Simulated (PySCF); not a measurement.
Bond stretch in SMILES C#N, singlet. The C1–N3 bond (C1 also carries H; N3 carries nothing else) is varied alone, starting from the PBE0/def2-TZVP optimised geometry.

Levels: RKS-CAM-B3LYP = PySCF with restricted CAM-B3LYP/6-31G; UKS-CAM-B3LYP = unrestricted CAM-B3LYP/6-31G (PySCF); UCCSD(T) = CCSD(T) on UHF/6-31G, 2 core orbitals frozen run with PySCF 2.14.0.

Energies relative to the lowest point of each curve near equilibrium, in kJ/mol:

```json
[
 {"R / Å": "0.91", "RKS-CAM-B3LYP": "681.1", "UKS-CAM-B3LYP": "681.1"},
 {"R / Å": "1.04", "RKS-CAM-B3LYP": "117.1", "UKS-CAM-B3LYP": "117.1"},
 {"R / Å": "1.12", "RKS-CAM-B3LYP": "10.9", "UKS-CAM-B3LYP": "10.9"},
 {"R / Å": "1.20", "RKS-CAM-B3LYP": "6.9", "UKS-CAM-B3LYP": "6.9"},
 {"R / Å": "1.44", "RKS-CAM-B3LYP": "268.5", "UKS-CAM-B3LYP": "268.4"},
 {"R / Å": "1.74", "RKS-CAM-B3LYP": "698.9", "UKS-CAM-B3LYP": "600.2"},
 {"R / Å": "1.90", "RKS-CAM-B3LYP": "892.8", "UKS-CAM-B3LYP": "716.8"},
 {"R / Å": "2.28", "RKS-CAM-B3LYP": "1210.9", "UKS-CAM-B3LYP": "873.7"},
 {"R / Å": "2.50", "RKS-CAM-B3LYP": "1315.7", "UKS-CAM-B3LYP": "911.2"},
 {"R / Å": "2.84", "RKS-CAM-B3LYP": "1412.9", "UKS-CAM-B3LYP": "937.0"},
 {"R / Å": "3.11", "RKS-CAM-B3LYP": "1460.3", "UKS-CAM-B3LYP": "945.6"},
 {"R / Å": "3.47", "RKS-CAM-B3LYP": "1501.7", "UKS-CAM-B3LYP": "950.7"}
]
```

### Question
What does UCCSD(T) give at the same points?

### Answer
0.91: 756.1; 1.04: 153.7; 1.12: 25.7; 1.20: 1.7; 1.44: 204.9; 1.74: 533.2; 1.90: 650.3; 2.28: 788.7; 2.50: 815.4; 2.84: 828.6; 3.11: 831.5; 3.47: 833.0 (kJ/mol).

At the longest distance RKS-CAM-B3LYP leaves fractional charges on the fragments, a sign of delocalisation error or of the restricted form. The restricted form behind RKS-CAM-B3LYP keeps the bonding electrons paired and can't separate into open-shell fragments. The unrestricted solution behind UKS-CAM-B3LYP changes between 1.55 and 1.74 Å and between 2.04 and 2.28 Å, which can leave a kink. The unrestricted determinant behind UKS-CAM-B3LYP is spin-contaminated at 1.44 to 4.02 Å (<S²> up to 3.0, against 0.00 for a pure singlet). The unrestricted solution behind UCCSD(T) changes between 1.55 and 1.74 Å, which can leave a kink. The unrestricted determinant behind UCCSD(T) is spin-contaminated at 1.18 to 4.02 Å (<S²> up to 3.0, against 0.00 for a pure singlet).
